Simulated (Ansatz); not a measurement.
**SiNH₄ (doublet): the correlation ladder at distance N1–H4 along a hydrogen transfer = 1.591 Å, cc-pVDZ**

An exercise on one series of results from a longer session: the logs are not shown, and one member is left open.

Program: Ansatz 0.2.0, Gaussian basis. Level of theory: cc-pVDZ, core rule «outside noble gas», up to 6 orbitals frozen. These are calculated values, not measurements.

The runs, in order: UHF; CCSD(T) on ROHF; CCSD(T) on UHF; BCCD(T) on ROHF; CISD; CCSDT(Q) on ROHF; CCSDT(Q) on UHF; CASSCF and MRCISD+Q, 3 electrons in 3 orbitals; CASSCF and NEVPT2, 3 electrons in 3 orbitals.

8 further runs of the same task are left out: 6 that didn't finish, 2 set aside as unsound or not needed.

## The system

The geometry derives from fragments relaxed apart (PBE0/def2-TZVP) and kept rigid, so it is no stationary point. A hydrogen atom is moved between rigid fragments.

6 atoms, charge 0, spin multiplicity 2.

Atoms are counted from 1 here; the program's logs count them from 0.

Bond lengths: N1–H2 1.012 Å, N1–H3 1.012 Å, H4–Si5 1.536 Å, Si5–H6 1.532 Å. Angles: H2–N1–H3 107.1°, H4–Si5–H6 105.0°.

As a file:

```xyz
6
H4NSi
N    -2.0028    0.0200   -0.0192
H    -2.3001    0.9878   -0.0192
H    -2.3001   -0.3823    0.8610
H    -0.4118    0.0200   -0.0192
Si    1.1242    0.0200   -0.0192
H     1.5206   -1.4595   -0.0192
```

The first run:

in.yaml

```yaml
crystal:
  periodic: [false, false, false]
  atoms:
    - {symbol: N, position_ang: [-2.002845, 0.019973, -0.019236]}
    - {symbol: H, position_ang: [-2.300124, 0.987807, -0.019236]}
    - {symbol: H, position_ang: [-2.300124, -0.382326, 0.861023]}
    - {symbol: H, position_ang: [-0.411845, 0.019973, -0.019236]}
    - {symbol: Si, position_ang: [1.124155, 0.019973, -0.019236]}
    - {symbol: H, position_ang: [1.520590, -1.459540, -0.019236]}
basis:
  gaussian: {orbitals: cc-pVDZ}
magnetization: {spin_polarized: true, initial_magnetization: 1}
hamiltonian: {xc: hf}
output: {orbitals: {seedname: orbitals}}
```

The run is started by

```bash
$ ansatz run in.yaml --threads 1 --pin off --events-out ev --progress --plain --max-ram 2393MiB
```

Among the steps run: UHF; CCSD(T) on ROHF; CCSD(T) on UHF; BCCD(T) on ROHF; CISD; CCSDT(Q) on ROHF; CCSDT(Q) on UHF; CASSCF and MRCISD+Q, 3 electrons in 3 orbitals; CASSCF and NEVPT2, 3 electrons in 3 orbitals.

One table of the session follows, with a row left open; its other results are not shown here.

| method | from UCCSDT(Q) (meV) |
| --- | --- |
| ROHF | +8352.2 |
| UHF | +7957.2 |
| RMP2 | +1539.6 |
| UMP2 | +1603.6 |
| CISD | +1061.0 |
| RCCSD | +242.7 |
| UCCSD | +254.5 |
| RCCSD(T) | +53.6 |
| UCCSD(T) | +66.6 |
| BCCD(T) | +50.6 |
| RCCSDT | ? |
| UCCSDT | +15.5 |
| RCCSDT(Q) | +0.1 |
| UCCSDT(Q) | 0 |
| CASSCF pair | +7805.3 |
| NEVPT2 pair | +1433.5 |
| MRCISD pair | +915.1 |
| MRCISD+Q pair | +177.2 |

**Question.** Estimate the row for RCCSDT.

As computed: from UCCSDT(Q) (meV): +14.2. In the column «from UCCSDT(Q) (meV)» it lies between RCCSDT(Q) (+0.1) and UCCSDT (+15.5).

Caveats from the session: The determinant is far from a pure spin state, so its energy mixes those of several spin states (harmless only where they are near-degenerate, as at dissociation). Restricted and unrestricted rows rest on different reference determinants; where their highest levels disagree by more than a few hundredths of an eV, they describe different states and don't form one ladder.
